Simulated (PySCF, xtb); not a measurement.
propane cation (C₃H₈), SMILES CCC (connectivity only; charge and spin as stated), charge +1, multiplicity 2. Atoms are numbered in the order given.

```xyz
11

C     -1.2969    -0.0178     0.2349
C      0.0000     0.0000    -0.4623
C      1.2969     0.0178     0.2349
H     -2.1404    -0.3053    -0.4086
H     -1.2629    -0.6133     1.1681
H     -1.5297     1.0138     0.6127
H     -0.0223     0.7010    -1.3949
H      0.0223    -0.7010    -1.3949
H      2.1404     0.3053    -0.4086
H      1.2629     0.6133     1.1681
H      1.5297    -1.0138     0.6127
```
Charge +1, spin multiplicity 2.

Geometry: B3LYP-D3(BJ)/def2-SVP. The spin state was assumed, not searched.

Computed with PySCF with C-PCM-ωB97X/def2-SVP.

The values are the electrostatic part of the solvation free energy, E(continuum) − E(gas) at the gas-phase geometry, in a cavity of scaled van der Waals radii (PySCF's table); cavitation and dispersion terms are not included.

| solvent | ε | ΔG(elec) (kcal/mol) |
|---|---|---|
| water | 78.36 | -64.9 |
| diethylether | 4.24 | -50.0 |
| ethylethanoate | 5.99 | -54.6 |

For comparison, GFN2-xTB/ALPB(water) (xtb, at the GFN2-xTB geometry, all terms of that model) gives -63.2 kcal/mol.
